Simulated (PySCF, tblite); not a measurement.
# CH₂N+: deprotonation, part 2 of 2

tblite 0.8.0 and PySCF 2.14.0. Atoms count from 0. The steps go on from the part before.

### Step 19. Single point (CHN, C#N): wavefunction

Geometry: PBE0-D3(BJ)/ma-def2-SVP.

What the job is given:

```
{"job": {"kind": "sp", "xc": "CCSD(T)", "basis": "jun-cc-pV(T+d)Z", "grid": 2}, "charge": 0, "multiplicity": 1}
C      0.574070    -0.009742    -0.014827
N     -0.579119     0.020294    -0.038158
H      1.653404    -0.037768     0.006944
```

Method: wavefunction single point, frozen core, gas phase.

The log of the run:

```text
final grid: 27576 points
cycle   1  E = -92.8518804244  dE =  9.739e-02  |g| = 4.246e-01  |ddm| = 1.243e+00
cycle   2  E = -92.8772784255  dE = -2.540e-02  |g| = 3.876e-01  |ddm| = 3.430e-01
cycle   3  E = -92.9074654217  dE = -3.019e-02  |g| = 4.224e-02  |ddm| = 1.683e-01
cycle   4  E = -92.9082844317  dE = -8.190e-04  |g| = 1.416e-02  |ddm| = 4.090e-02
cycle   5  E = -92.9083732781  dE = -8.885e-05  |g| = 3.772e-03  |ddm| = 1.271e-02
cycle   6  E = -92.9083808404  dE = -7.562e-06  |g| = 1.277e-03  |ddm| = 4.124e-03
cycle   7  E = -92.9083813121  dE = -4.716e-07  |g| = 1.280e-04  |ddm| = 9.757e-04
cycle   8  E = -92.9083813171  dE = -4.981e-09  |g| = 1.186e-05  |ddm| = 1.143e-04
converged SCF energy = -92.9083813171
E(HF, exact integrals) = -92.9084215767
E(MP2) = -93.2554262721
E(CCSD) = -93.2591771367
E(CCSD(T)) = -93.2773589631
T1 diagnostic = 0.0145
```

Wall time 8.3 s (1 thread of Arm Neoverse V2, shared host); peak memory 0.61 GiB.

### Step 20. Single point (CHN, [C-]#[NH+]): wavefunction

Geometry: PBE0-D3(BJ)/ma-def2-SVP.

What the job is given:

```
{"job": {"kind": "sp", "xc": "CCSD(T)", "basis": "jun-cc-pV(T+d)Z", "grid": 2}, "charge": 0, "multiplicity": 1}
C      0.580665    -0.008953    -0.019030
N     -0.591218     0.012544    -0.024507
H     -1.595271     0.030866    -0.029196
```

Level: wavefunction single point, frozen core, gas phase.

The log of the run:

```text
final grid: 27576 points
cycle   1  E = -92.8754764092  dE =  1.017e-01  |g| = 2.231e-01  |ddm| = 1.266e+00
cycle   2  E = -92.8911985309  dE = -1.572e-02  |g| = 5.696e-02  |ddm| = 1.739e-01
cycle   3  E = -92.8924121585  dE = -1.214e-03  |g| = 2.253e-02  |ddm| = 6.773e-02
cycle   4  E = -92.8925599583  dE = -1.478e-04  |g| = 9.988e-03  |ddm| = 1.894e-02
cycle   5  E = -92.8925871921  dE = -2.723e-05  |g| = 1.738e-03  |ddm| = 9.329e-03
cycle   6  E = -92.8925887530  dE = -1.561e-06  |g| = 6.978e-04  |ddm| = 1.934e-03
cycle   7  E = -92.8925889092  dE = -1.562e-07  |g| = 1.268e-04  |ddm| = 7.133e-04
cycle   8  E = -92.8925889145  dE = -5.268e-09  |g| = 1.132e-05  |ddm| = 1.235e-04
converged SCF energy = -92.8925889145
E(HF, exact integrals) = -92.8926295468
E(MP2) = -93.2276458581
E(CCSD) = -93.2363838766
E(CCSD(T)) = -93.2540946694
T1 diagnostic = 0.0166
```

Run time: 8.6 s. Hardware: 1 thread of Arm Neoverse V2, shared host; peak memory 0.65 GiB.

### Step 21. Deprotonation: CCSD(T)/jun-cc-pV(T+d)Z

This step combines the energies above: geometries from PBE0-D3(BJ)/ma-def2-SVP, zero-point and thermal terms from PBE0-D3(BJ)/ma-def2-SVP.

What the job is given:

```
{"job": {"kind": "ac", "geom": {"xc": "PBE0", "basis": "ma-def2-SVP", "d3": "d3bj", "grid": 1}, "hess": 1, "level": {"xc": "CCSD(T)", "basis": "jun-cc-pV(T+d)Z"}}, "charge": 1, "multiplicity": 1}
C      0.555500    -0.007689    -0.006910
N     -0.581942     0.013258    -0.016203
H      1.651444    -0.027851     0.002125
H     -1.604422     0.032129    -0.024547
```

Output (the driver's rows laid out field by field):

```text
deprotonation site by site, CCSD(T)/jun-cc-pV(T+d)Z // PBE0-D3(BJ)/ma-def2-SVP

row 1
  formula                 CHN
  charge                  0
  multiplicity            1
  smiles                  C#N
  kept                    yes
  pieces                  1
  point_group             Cinfv
  atom                    1
  element                 N
  electronic              736.76
  enthalpy                711.42
  free_energy             679.99
  share_gas               1.0

row 2
  formula                 CHN
  charge                  0
  multiplicity            1
  smiles                  [C-]#[NH+]
  kept                    yes
  pieces                  1
  point_group             Cinfv
  atom                    0
  element                 C
  electronic              797.84
  enthalpy                772.29
  free_energy             740.25
  share_gas               2.773e-11
```

Run time: 32 s. Hardware: 1 thread of Arm Neoverse V2, shared host; peak memory 0.65 GiB.

Energy needed to remove a proton (kJ/mol, gas phase, 298 K for the thermal columns):

```tsv
site	product	electronic	enthalpy	free energy
N1	C#N	736.8	711.4	680.0
C0	[C-]#[NH+]	797.8	772.3	740.2
```

### Step 22. Single point (CH₂N+): wavefunction

Geometry: PBE0-D3(BJ)/ma-def2-SVP.

What the job is given:

```
{"job": {"kind": "sp", "xc": "MP2", "basis": "jun-cc-pV(T+d)Z", "grid": 2}, "charge": 1, "multiplicity": 1}
C      0.555500    -0.007689    -0.006910
N     -0.581942     0.013258    -0.016203
H      1.651444    -0.027851     0.002125
H     -1.604422     0.032129    -0.024547
```

Level: wavefunction single point, frozen core, gas phase.

The log of the run:

```text
final grid: 32944 points
cycle   1  E = -93.1372623334  dE =  5.865e-01  |g| = 4.104e-01  |ddm| = 1.292e+00
cycle   2  E = -93.1902191440  dE = -5.296e-02  |g| = 1.454e-01  |ddm| = 3.053e-01
cycle   3  E = -93.1943368030  dE = -4.118e-03  |g| = 4.900e-02  |ddm| = 9.869e-02
cycle   4  E = -93.1948277700  dE = -4.910e-04  |g| = 2.320e-02  |ddm| = 3.047e-02
cycle   5  E = -93.1949348644  dE = -1.071e-04  |g| = 1.762e-03  |ddm| = 9.713e-03
cycle   6  E = -93.1949360657  dE = -1.201e-06  |g| = 4.134e-04  |ddm| = 1.502e-03
cycle   7  E = -93.1949361110  dE = -4.528e-08  |g| = 7.947e-05  |ddm| = 3.153e-04
cycle   8  E = -93.1949361129  dE = -1.985e-09  |g| = 1.450e-05  |ddm| = 6.663e-05
converged SCF energy = -93.1949361129
E(HF, exact integrals) = -93.1949731916
E(MP2) = -93.5332849760
```

It took 1.1 s on 1 thread of Arm Neoverse V2, shared host.

### Step 23. Single point (CHN, C#N): wavefunction

Geometry: PBE0-D3(BJ)/ma-def2-SVP.

What the job is given:

```
{"job": {"kind": "sp", "xc": "MP2", "basis": "jun-cc-pV(T+d)Z", "grid": 2}, "charge": 0, "multiplicity": 1}
C      0.574070    -0.009742    -0.014827
N     -0.579119     0.020294    -0.038158
H      1.653404    -0.037768     0.006944
```

With the program's defaults for keys left out, this is: wavefunction single point, frozen core, gas phase.

The log of the run:

```text
final grid: 27576 points
cycle   1  E = -92.8518804244  dE =  9.739e-02  |g| = 4.246e-01  |ddm| = 1.243e+00
cycle   2  E = -92.8772784255  dE = -2.540e-02  |g| = 3.876e-01  |ddm| = 3.430e-01
cycle   3  E = -92.9074654217  dE = -3.019e-02  |g| = 4.224e-02  |ddm| = 1.683e-01
cycle   4  E = -92.9082844317  dE = -8.190e-04  |g| = 1.416e-02  |ddm| = 4.090e-02
cycle   5  E = -92.9083732781  dE = -8.885e-05  |g| = 3.772e-03  |ddm| = 1.271e-02
cycle   6  E = -92.9083808404  dE = -7.562e-06  |g| = 1.277e-03  |ddm| = 4.124e-03
cycle   7  E = -92.9083813121  dE = -4.716e-07  |g| = 1.280e-04  |ddm| = 9.757e-04
cycle   8  E = -92.9083813171  dE = -4.981e-09  |g| = 1.186e-05  |ddm| = 1.143e-04
converged SCF energy = -92.9083813171
E(HF, exact integrals) = -92.9084215767
E(MP2) = -93.2554256249
```

Wall time 0.69 s (1 thread of Arm Neoverse V2, shared host).

### Step 24. Single point (CHN, [C-]#[NH+]): wavefunction

Geometry: PBE0-D3(BJ)/ma-def2-SVP.

What the job is given:

```
{"job": {"kind": "sp", "xc": "MP2", "basis": "jun-cc-pV(T+d)Z", "grid": 2}, "charge": 0, "multiplicity": 1}
C      0.580665    -0.008953    -0.019030
N     -0.591218     0.012544    -0.024507
H     -1.595271     0.030866    -0.029196
```

With the program's defaults for keys left out, this is: wavefunction single point, frozen core, gas phase.

The log of the run:

```text
final grid: 27576 points
cycle   1  E = -92.8754764092  dE =  1.017e-01  |g| = 2.231e-01  |ddm| = 1.266e+00
cycle   2  E = -92.8911985309  dE = -1.572e-02  |g| = 5.696e-02  |ddm| = 1.739e-01
cycle   3  E = -92.8924121585  dE = -1.214e-03  |g| = 2.253e-02  |ddm| = 6.773e-02
cycle   4  E = -92.8925599583  dE = -1.478e-04  |g| = 9.988e-03  |ddm| = 1.894e-02
cycle   5  E = -92.8925871921  dE = -2.723e-05  |g| = 1.738e-03  |ddm| = 9.329e-03
cycle   6  E = -92.8925887530  dE = -1.561e-06  |g| = 6.978e-04  |ddm| = 1.934e-03
cycle   7  E = -92.8925889092  dE = -1.562e-07  |g| = 1.268e-04  |ddm| = 7.133e-04
cycle   8  E = -92.8925889145  dE = -5.268e-09  |g| = 1.132e-05  |ddm| = 1.235e-04
converged SCF energy = -92.8925889145
E(HF, exact integrals) = -92.8926295468
E(MP2) = -93.2276457680
```

Run time: 0.7 s. Hardware: 1 thread of Arm Neoverse V2, shared host.

### Step 25. Deprotonation: MP2/jun-cc-pV(T+d)Z

This step combines the energies above: geometries from PBE0-D3(BJ)/ma-def2-SVP, zero-point and thermal terms from PBE0-D3(BJ)/ma-def2-SVP.

What the job is given:

```
{"job": {"kind": "ac", "geom": {"xc": "PBE0", "basis": "ma-def2-SVP", "d3": "d3bj", "grid": 1}, "hess": 1, "level": {"xc": "MP2", "basis": "jun-cc-pV(T+d)Z"}}, "charge": 1, "multiplicity": 1}
C      0.555500    -0.007689    -0.006910
N     -0.581942     0.013258    -0.016203
H      1.651444    -0.027851     0.002125
H     -1.604422     0.032129    -0.024547
```

Output (the driver's rows laid out field by field):

```text
deprotonation site by site, MP2/jun-cc-pV(T+d)Z // PBE0-D3(BJ)/ma-def2-SVP

row 1
  formula                 CHN
  charge                  0
  multiplicity            1
  smiles                  C#N
  kept                    yes
  pieces                  1
  point_group             Cinfv
  atom                    1
  element                 N
  electronic              729.52
  enthalpy                704.18
  free_energy             672.75
  share_gas               1.0

row 2
  formula                 CHN
  charge                  0
  multiplicity            1
  smiles                  [C-]#[NH+]
  kept                    yes
  pieces                  1
  point_group             Cinfv
  atom                    0
  element                 C
  electronic              802.46
  enthalpy                776.91
  free_energy             744.87
  share_gas               2.318e-13
```

It took 2.6 s on 1 thread of Arm Neoverse V2, shared host.

Energy needed to remove a proton (kJ/mol, gas phase, 298 K for the thermal columns):

```tsv
site	product	electronic	enthalpy	free energy
N1	C#N	729.5	704.2	672.8
C0	[C-]#[NH+]	802.5	776.9	744.9
```

### Step 26. Single point (CH₂N+): HF/jun-cc-pV(T+d)Z

Geometry: PBE0-D3(BJ)/ma-def2-SVP.

What the job is given:

```
{"job": {"kind": "sp", "xc": "HF", "basis": "jun-cc-pV(T+d)Z", "grid": 2}, "charge": 1, "multiplicity": 1}
C      0.555500    -0.007689    -0.006910
N     -0.581942     0.013258    -0.016203
H      1.651444    -0.027851     0.002125
H     -1.604422     0.032129    -0.024547
```

The log of the run:

```text
final grid: 32944 points
cycle   1  E = -93.1372623334  dE =  5.865e-01  |g| = 4.104e-01  |ddm| = 1.292e+00
cycle   2  E = -93.1902191440  dE = -5.296e-02  |g| = 1.454e-01  |ddm| = 3.053e-01
cycle   3  E = -93.1943368030  dE = -4.118e-03  |g| = 4.900e-02  |ddm| = 9.869e-02
cycle   4  E = -93.1948277700  dE = -4.910e-04  |g| = 2.320e-02  |ddm| = 3.047e-02
cycle   5  E = -93.1949348644  dE = -1.071e-04  |g| = 1.762e-03  |ddm| = 9.713e-03
cycle   6  E = -93.1949360657  dE = -1.201e-06  |g| = 4.134e-04  |ddm| = 1.502e-03
cycle   7  E = -93.1949361110  dE = -4.528e-08  |g| = 7.947e-05  |ddm| = 3.153e-04
cycle   8  E = -93.1949361129  dE = -1.985e-09  |g| = 1.450e-05  |ddm| = 6.663e-05
converged SCF energy = -93.1949361129
```

It took 0.19 s on 1 thread of Arm Neoverse V2, shared host.

### Step 27. Single point (CHN, C#N): HF/jun-cc-pV(T+d)Z

Geometry: PBE0-D3(BJ)/ma-def2-SVP.

What the job is given:

```
{"job": {"kind": "sp", "xc": "HF", "basis": "jun-cc-pV(T+d)Z", "grid": 2}, "charge": 0, "multiplicity": 1}
C      0.574070    -0.009742    -0.014827
N     -0.579119     0.020294    -0.038158
H      1.653404    -0.037768     0.006944
```

The log of the run:

```text
final grid: 27576 points
cycle   1  E = -92.8518804244  dE =  9.739e-02  |g| = 4.246e-01  |ddm| = 1.243e+00
cycle   2  E = -92.8772784255  dE = -2.540e-02  |g| = 3.876e-01  |ddm| = 3.430e-01
cycle   3  E = -92.9074654217  dE = -3.019e-02  |g| = 4.224e-02  |ddm| = 1.683e-01
cycle   4  E = -92.9082844317  dE = -8.190e-04  |g| = 1.416e-02  |ddm| = 4.090e-02
cycle   5  E = -92.9083732781  dE = -8.885e-05  |g| = 3.772e-03  |ddm| = 1.271e-02
cycle   6  E = -92.9083808404  dE = -7.562e-06  |g| = 1.277e-03  |ddm| = 4.124e-03
cycle   7  E = -92.9083813121  dE = -4.716e-07  |g| = 1.280e-04  |ddm| = 9.757e-04
cycle   8  E = -92.9083813171  dE = -4.981e-09  |g| = 1.186e-05  |ddm| = 1.143e-04
converged SCF energy = -92.9083813171
```

Run time: 0.15 s. Hardware: 1 thread of Arm Neoverse V2, shared host.

### Step 28. Single point (CHN, [C-]#[NH+]): HF/jun-cc-pV(T+d)Z

Geometry: PBE0-D3(BJ)/ma-def2-SVP.

What the job is given:

```
{"job": {"kind": "sp", "xc": "HF", "basis": "jun-cc-pV(T+d)Z", "grid": 2}, "charge": 0, "multiplicity": 1}
C      0.580665    -0.008953    -0.019030
N     -0.591218     0.012544    -0.024507
H     -1.595271     0.030866    -0.029196
```

The log of the run:

```text
final grid: 27576 points
cycle   1  E = -92.8754764092  dE =  1.017e-01  |g| = 2.231e-01  |ddm| = 1.266e+00
cycle   2  E = -92.8911985309  dE = -1.572e-02  |g| = 5.696e-02  |ddm| = 1.739e-01
cycle   3  E = -92.8924121585  dE = -1.214e-03  |g| = 2.253e-02  |ddm| = 6.773e-02
cycle   4  E = -92.8925599583  dE = -1.478e-04  |g| = 9.988e-03  |ddm| = 1.894e-02
cycle   5  E = -92.8925871921  dE = -2.723e-05  |g| = 1.738e-03  |ddm| = 9.329e-03
cycle   6  E = -92.8925887530  dE = -1.561e-06  |g| = 6.978e-04  |ddm| = 1.934e-03
cycle   7  E = -92.8925889092  dE = -1.562e-07  |g| = 1.268e-04  |ddm| = 7.133e-04
cycle   8  E = -92.8925889145  dE = -5.268e-09  |g| = 1.132e-05  |ddm| = 1.235e-04
converged SCF energy = -92.8925889145
```

It took 0.15 s on 1 thread of Arm Neoverse V2, shared host.

### Step 29. Deprotonation: HF/jun-cc-pV(T+d)Z

This step combines the energies above: geometries from PBE0-D3(BJ)/ma-def2-SVP, zero-point and thermal terms from PBE0-D3(BJ)/ma-def2-SVP.

What the job is given:

```
{"job": {"kind": "ac", "geom": {"xc": "PBE0", "basis": "ma-def2-SVP", "d3": "d3bj", "grid": 1}, "hess": 1, "level": {"xc": "HF", "basis": "jun-cc-pV(T+d)Z"}}, "charge": 1, "multiplicity": 1}
C      0.555500    -0.007689    -0.006910
N     -0.581942     0.013258    -0.016203
H      1.651444    -0.027851     0.002125
H     -1.604422     0.032129    -0.024547
```

Output (the driver's rows laid out field by field):

```text
deprotonation site by site, HF/jun-cc-pV(T+d)Z // PBE0-D3(BJ)/ma-def2-SVP

row 1
  formula                 CHN
  charge                  0
  multiplicity            1
  smiles                  C#N
  kept                    yes
  pieces                  1
  point_group             Cinfv
  atom                    1
  element                 N
  electronic              752.35
  enthalpy                727.01
  free_energy             695.58
  share_gas               1.0

row 2
  formula                 CHN
  charge                  0
  multiplicity            1
  smiles                  [C-]#[NH+]
  kept                    yes
  pieces                  1
  point_group             Cinfv
  atom                    0
  element                 C
  electronic              793.81
  enthalpy                768.27
  free_energy             736.22
  share_gas               7.589e-08
```

It took 0.57 s on 1 thread of Arm Neoverse V2, shared host.

Energy needed to remove a proton (kJ/mol, gas phase, 298 K for the thermal columns):

```tsv
site	product	electronic	enthalpy	free energy
N1	C#N	752.4	727.0	695.6
C0	[C-]#[NH+]	793.8	768.3	736.2
```

### Step 30. What came out

What follows sums up all 2 parts.

```
                                         quantity                  value
        strongest single infrared mode (GFN2-xTB)  3122 cm⁻¹, 473 km/mol
                     zero-point energy (GFN2-xTB)          16.6 kcal/mol
                                      point group                  Cinfv
             rotational constants (main isotopes)       36.83, 36.83 GHz
    ΔH of deprotonation, N1 (M06-2X/ma-def2-TZVP)           704.0 kJ/mol
    ΔH of deprotonation, C0 (M06-2X/ma-def2-TZVP)           757.8 kJ/mol
ΔH of deprotonation, N1 (CCSD(T)/jun-cc-pV(T+d)Z)           711.4 kJ/mol
ΔH of deprotonation, C0 (CCSD(T)/jun-cc-pV(T+d)Z)           772.3 kJ/mol
    ΔH of deprotonation, N1 (MP2/jun-cc-pV(T+d)Z)           704.2 kJ/mol
    ΔH of deprotonation, C0 (MP2/jun-cc-pV(T+d)Z)           776.9 kJ/mol
     ΔH of deprotonation, N1 (HF/jun-cc-pV(T+d)Z)           727.0 kJ/mol
     ΔH of deprotonation, C0 (HF/jun-cc-pV(T+d)Z)           768.3 kJ/mol
```

What this shows: No mode is imaginary among the 7: a minimum at this level. The strongest single mode, at 3122 cm⁻¹, moves mainly H2. GFN2-xTB is a fitted tight-binding method: band positions and strengths are rough. Its intensities can rank the bands wrongly. Over 2 steps the energy fell by 0.011 eV; of the close pairs, C0–H2 changed most, 1.074 to 1.096 Å (PBE0/ma-def2-SVP). At M06-2X/ma-def2-TZVP the ΔH of deprotonation runs from 704.0 kJ/mol (N1) to 757.8 kJ/mol (C0). At CCSD(T)/jun-cc-pV(T+d)Z the ΔH of deprotonation runs from 711.4 kJ/mol (N1) to 772.3 kJ/mol (C0). At MP2/jun-cc-pV(T+d)Z the ΔH of deprotonation runs from 704.2 kJ/mol (N1) to 776.9 kJ/mol (C0). At HF/jun-cc-pV(T+d)Z the ΔH of deprotonation runs from 727.0 kJ/mol (N1) to 768.3 kJ/mol (C0).
